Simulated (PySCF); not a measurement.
## Orbital energies and ionisation energy

Fluorothioborine, BFS.
SMILES with atom numbers: `[F:1][B:2]=[S:3]`

Level: CAM-B3LYP/def2-SVPD (PySCF). Frontier orbitals with their largest atomic shares (Löwdin; up to four atoms above 4 %):

```
orbital  ε (eV)                 main atoms
 HOMO−3  -16.61           F1 87 %, B2 12 %
 HOMO−2  -12.82           S3 76 %, B2 21 %
 HOMO−1   -9.75                          ?
   HOMO   -9.75                          ?
   LUMO    0.21  B2 68 %, S3 20 %, F1 12 %
 LUMO+1    0.72  B2 42 %, S3 41 %, F1 17 %
 LUMO+2    0.72  B2 42 %, S3 41 %, F1 17 %
```

What vertical ionisation energy does ΔSCF give, and how far is −ε(HOMO) from it?

ΔSCF: 11.08 eV (1069 kJ/mol; threshold wavelength 112 nm); ⟨S²⟩ of the doublet left behind is 0.753, against 0.75 for a pure doublet. −ε(HOMO) is 9.75 eV, 1.33 eV below it. For the exact functional −ε(HOMO) would equal the first vertical ionisation energy; CAM-B3LYP (range-separated hybrid) falls short of its own ΔSCF value by 12 %.

On which atoms does the HOMO lie?

HOMO: S3 70 %, B2 26 %, F1 5 %; HOMO−1: S3 70 %, B2 26 %, F1 5 %. These 2 orbitals lie within 0.02 eV of one another; within a degenerate set any mixture serves as well, and the shares of a single orbital can change with the mixture. The HOMO−2 lies 3.07 eV lower.

What total energies stand behind the ΔSCF value?

E(N) = -522.71509 Eh and E(N − 1) = -522.30781 Eh at the same geometry, 0.40728 Eh apart.

What kinetic energy would electrons from this vertical process carry with 118.2 nm light (10.49 eV)?

The photon is 0.59 eV short of the vertical value.

How many of the 10 lowest singlet excitations (vertical TDDFT, same level) lie below the ionisation energy?

All 10; they run from 5.84 to 8.93 eV.

With α = 34.0 au, estimate the like-pair dispersion coefficient by London's formula C6 = (3/4)α²I.

I = 0.4073 Eh, so C6 ≈ 353 au, a rough estimate.

Geometry: PBE0-D3(BJ)/def2-SVP; no solvent, vibrations or thermal averaging.

The run behind these numbers computed excited states and ΔSCF ions as well. Hardware: one thread, Arm Neoverse V2 (aarch64) (shared host). Cost: 2.8 s of wall time, 0.30 GiB resident at most.
